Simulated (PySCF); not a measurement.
## Level of theory and adiabatic energies of losing or gaining an electron: [H2O]+•

The parent is a doublet.

All levels share the PBE0-D3(BJ)/def2-SVP structures and the PBE0-D3(BJ)/def2-SVP thermal terms; only the single-point energies (PySCF) change. Values are adiabatic energies of losing or gaining an electron (0 K, eV).

```
              level  recombination energy to the singlet neutral  abs. error   time
     HF/aug-cc-pVTZ                                        10.86        1.75  1.1 s
CCSD(T)/aug-cc-pVTZ                                        12.49        0.12  110 s
M06-2X/ma-def2-TZVP                                        12.54        0.08      –
    MP2/aug-cc-pVTZ                                        12.69        0.08  5.5 s
         ATcT 1.112                                        12.62
```

Times are wall times for all single points of a level on 1 thread of Arm Neoverse V1, a shared host; the dash marks the run that also made the structures.

Hartree-Fock leaves out electron correlation, so its ionisation energies and electron affinities from energy differences come out too low, often by 1 eV or more.

The spread: 1.83 eV, from 10.86 to 12.69.

---

**Level of theory and adiabatic energies of losing or gaining an electron: hydrosulfide**

Structure: `[SH-]` ([SH]-).

All levels share the PBE0-D3(BJ)/ma-def2-SVP structures and the PBE0-D3(BJ)/ma-def2-SVP thermal terms; only the single-point energies (PySCF) change. Values are adiabatic energies of losing or gaining an electron (0 K, eV).

```csv
level,detachment energy to the radical,time
HF/aug-cc-pVTZ,1.08,0.67 s
CCSD(T)/aug-cc-pVTZ,2.24,41 s
M06-2X/ma-def2-TZVP,2.30,–
MP2/aug-cc-pVTZ,2.32,2.5 s
```

Times are wall times for all single points of a level on 1 thread of Arm Neoverse V1, a shared host; the dash marks the run that also made the structures.

Hartree-Fock leaves out electron correlation, so its ionisation energies and electron affinities from energy differences come out too low, often by 1 eV or more.

The spread: 1.24 eV, from 1.08 to 2.32.

---

How the method moves the adiabatic energies of losing or gaining an electron of [SiH3]+

All levels share the PBE0-D3(BJ)/def2-SVP structures and the PBE0-D3(BJ)/def2-SVP thermal terms; only the single-point energies (PySCF) change. Values are adiabatic energies of losing or gaining an electron (0 K, eV).

| level | recombination energy to the radical | time |
| --- | --- | --- |
| HF/aug-cc-pVTZ | 7.60 | 1.2 s |
| MP2/aug-cc-pVTZ | 7.99 | 11 s |
| CCSD(T)/aug-cc-pVTZ | 8.08 | 3.1 min |
| M06-2X/ma-def2-TZVP | 8.09 | – |

Times are wall times for all single points of a level on 1 thread of Arm Neoverse V1, a shared host; the dash marks the run that also made the structures.

Hartree-Fock leaves out electron correlation, so its ionisation energies and electron affinities from energy differences come out too low, often by 1 eV or more.

The spread: 0.48 eV, from 7.60 to 8.09.

Differences come from unrounded values, so a last digit can differ from that of the printed terms.
